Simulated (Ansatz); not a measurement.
in.yaml

```yaml
crystal:
  periodic: [false, false, false]
  atoms:
    - {symbol: Al, position_ang: [-0.616249, 0.000000, 1.141195]}
    - {symbol: Al, position_ang: [0.611527, 0.000000, -1.237578]}
    - {symbol: H, position_ang: [0.126410, 0.000000, 2.580071]}
basis:
  gaussian: {orbitals: STO-3G}
magnetization: {spin_polarized: true, initial_magnetization: 1}
correlation: {method: ccsd, electrons: outside_noble_gas, diis_vectors: 2}
```

```sh
$ ansatz run in.yaml --threads 1 --pin off --events-out ev --progress --plain --max-ram 2393MiB
```

(1) Roughly how long does this take on 1 thread of Arm Neoverse V1, shared host, and how much host memory?

```
194 factors; integrals over basis functions are off by at most 1.5e-4 eV
mean field evaluation 1: about -13016.7922 eV, gradient 8.3e0 eV
mean field evaluation 2: about -13016.8002 eV, gradient 8.3e0 eV
mean field evaluation 4: about -13018.1042 eV, gradient 1.2e0 eV
mean field evaluation 8: about -13018.1750 eV, gradient 7.1e-3 eV
mean field evaluation 16: about -13018.1015 eV, gradient 1.2e0 eV
mean field evaluation 32: about -13018.0204 eV, gradient 1.2e0 eV
mean field evaluation 64: about -13016.8900 eV, gradient 1.7e0 eV
mean field evaluation 96: about -13016.7119 eV, gradient 1.2e-2 eV
mean field evaluation 128: about -13013.5701 eV, gradient 5.0e-1 eV
mean field evaluation 160: about -13017.1898 eV, gradient 4.1e-1 eV
...
cycle  11  -1.87264338 eV  change    7.3e-5 eV  update   5.3e-5
cycle  12  -1.87261318 eV  change    3.0e-5 eV  update   3.6e-5
cycle  13  -1.87259591 eV  change    1.7e-5 eV  update   3.0e-5
cycle  14  -1.87256991 eV  change    2.6e-5 eV  update   2.6e-5
cycle  15  -1.87256142 eV  change    8.5e-6 eV  update   1.9e-5
cycle  16  -1.87255894 eV  change    2.5e-6 eV  update   1.5e-5
cycle  17  -1.87255780 eV  change    1.1e-6 eV  update   1.1e-5
cycle  18  -1.87256003 eV  change   -2.2e-6 eV  update   7.1e-6
cycle  19  -1.87256457 eV  change   -4.5e-6 eV  update   5.5e-6
cycle  20  -1.87256844 eV  change   -3.9e-6 eV  update   3.7e-6
Total energy: -13020.04643471 eV, -478.4778811711 hartree
```

## Answers

(1) 0.63 s wall and 0.06 GiB.
